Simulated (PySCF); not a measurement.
# H₂CO at several levels of theory

All levels use the PBE0 minimum (singlet; C–H 1.109 Å (×2), C–O 1.195 Å; H–C–H 115.9°, H–C–O 122.0° (×2)), basis [C def2-TZVP, O def2-TZVP, H def2-TZVP], no relativity, density fitting, no spin–orbit coupling, PySCF. For vertical energies the ionised species is a doublet (spins chosen at PBE0 and kept) and the electron-attached one a doublet. Atomisation goes to high-spin ground-configuration atoms, without zero-point energy. Open shells are unrestricted, also as the reference of the correlated levels. A dash marks a value that was not computed or is not defined at that level.

```xyz
4
charge 0 multiplicity 1, angstrom
C     0.2988    0.5176    0.0000
O    -0.2988   -0.5177    0.0000
H     1.4068    0.5568    0.0000
H    -0.2213    1.4967    0.0000
```

```csv
level,atomisation (kJ/mol),vertical IP (eV),vertical EA (eV),−ε(HOMO) (eV),gap (eV),dipole (D)
PBE0,1556,10.75,-1.34,7.82,6.57,2.31
HF,1074,9.46,-2.05,12.00,15.05,2.76
MP2,1546,11.24,-1.76,–,–,–
PBE,1612,10.71,-1.37,6.18,3.68,2.13
CCSD(T),1507,10.80,-1.75,–,–,–
r2SCAN,1560,10.66,-1.29,6.50,4.27,2.24
B3LYP,1560,10.86,-1.31,7.60,6.04,2.31
```

For H₂CO itself CCSD(T) correlates 12 electrons; T1 = 0.015, D1 = 0.044, (T) = -42 kJ/mol.

Which levels differ least and most from CCSD(T) in the atomisation?

Least: MP2 (+39 kJ/mol); most: HF (-433 kJ/mol). CCSD(T) atomisation energies in a triple-zeta basis lie tens of kJ/mol low, so this is no ranking by accuracy.

Without diffuse functions attachment energies tend to come out too low.
